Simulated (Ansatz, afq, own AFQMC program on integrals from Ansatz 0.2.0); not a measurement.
Two steps: Ansatz 0.2.0 writes the Fock matrix and Cholesky factors of the valence space, and afq projects on them the lowest state that overlaps trial and start.

```yaml
crystal:
  periodic: [false, false, false]
  atoms:
    - {symbol: C, position_ang: [-0.134392, 0.000000, 0.000000]}
    - {symbol: H, position_ang: [-0.497598, 1.027301, 0.000000]}
    - {symbol: H, position_ang: [-0.497598, -0.513650, 0.889668]}
    - {symbol: H, position_ang: [-0.497598, -0.513650, -0.889669]}
    - {symbol: H, position_ang: [1.114608, 0.000000, 0.000000]}
    - {symbol: H, position_ang: [1.979608, 0.000000, 0.000000]}
basis:
  gaussian: {orbitals: cc-pVTZ}
magnetization: {spin_polarized: true, initial_magnetization: 1}
correlation: {method: ccsd_t, electrons: outside_noble_gas, hamiltonian_folder: ham}
```

```sh
$ ansatz run in.yaml --threads 1 --pin off --events-out ev --progress --plain --max-ram 16896MiB --backend cuda --devices 0, --max-vram 18GiB
```

Options of the walk:

```
--method phaseless --trial hf --walkers 1100 --populations 20 --least-time 40 --time-step 0.005 --steps-per-block 20 --equilibration-blocks 112 --max-blocks 4000 --target-error 0.0009000 --factor-cut 1e-05 --start spin_pure --seed 4290 --taylor-order 6
```

Times are imaginary, in 1/Eh. The walk had a cap of 95 s. With eight or more populations the least sampling time is a fifth of least-time, and the error comes from their spread.

afq prints:

```
orbitals 99  electrons 5 4  factors 535 of 535
reference energy -40.66975855 Eh
CCSD correlation -0.23274728 Eh in 10 cycles, weight of the determinant in the CISD state 0.9150
energy of the start -40.670471 Eh
 block  time / (1/Eh)  mean weight  energy / Eh
     1     0.100  1.0015  -40.738055
     2     0.200  1.0015  -40.781767
     3     0.300  1.0020  -40.812591
     4     0.400  1.0016  -40.832710
     5     0.500  1.0018  -40.848520
     7     0.700  1.0009  -40.866433
     9     0.900  1.0004  -40.884671
    19     1.900  1.0004  -40.903779
    37     3.700  0.9998  -40.916182
    55     5.500  1.0003  -40.909629
    64     6.400  0.9997  -40.918864
    73     7.300  1.0003  -40.915712
    91     9.100  0.9999  -40.907972
   109    10.900  0.9998  -40.911092
   127    12.700  1.0005  -40.910784
   145    14.500  0.9999  -40.912500
   163    16.300  1.0004  -40.918054
   172    17.200  1.0003  -40.901843
   181    18.100  1.0001  -40.911264
   199    19.900  0.9997  -40.916682
   217    21.700  0.9996  -40.917205
   235    23.500  0.9994  -40.909281
   253    25.300  1.0006  -40.908686
   271    27.100  1.0003  -40.907854
   289    28.900  0.9998  -40.902448
   307    30.700  0.9997  -40.910968
   325    32.500  1.0005  -40.918181
   343    34.300  1.0003  -40.912920
   361    36.100  1.0005  -40.912184
   370    37.000  0.9996  -40.910108
error from the spread of 20 populations
energy -40.910584 +/- 0.000886 Eh
(rows thinned)
```

The run passed its tests (sampling time, drift between the halves within three errors, error under three times the target), which doesn't prove that it has relaxed.

Against this walk (error 24.1 meV) on the same determinant: CCSD(T) 30.4 meV higher (within the noise), CCSDT(Q) 10.0 meV higher (within the noise), a separate phaseless walk with a CISD trial and standard settings 13.4 ± 24.5 meV higher (within the noise). The error is statistical and leaves out the bias of the constraint.

Cautions: constraint bias not in the error.

The walk took 74 s on 1 × NVIDIA H100 80GB HBM3 with 2 threads of AMD EPYC 7R13 Processor (Zen 3), on a shared host (the card was shared). The log's last line is the phaseless energy.

CCSDT and higher add their correlation energy to the determinant of the CCSD(T) run, since their own runs factorise the integrals more tightly (a shift of under 2 meV). A walk keeps the symmetry of its determinant, which the program's search chose and which needn't be the lowest solution, so a lower state of the same spin and another symmetry isn't excluded.
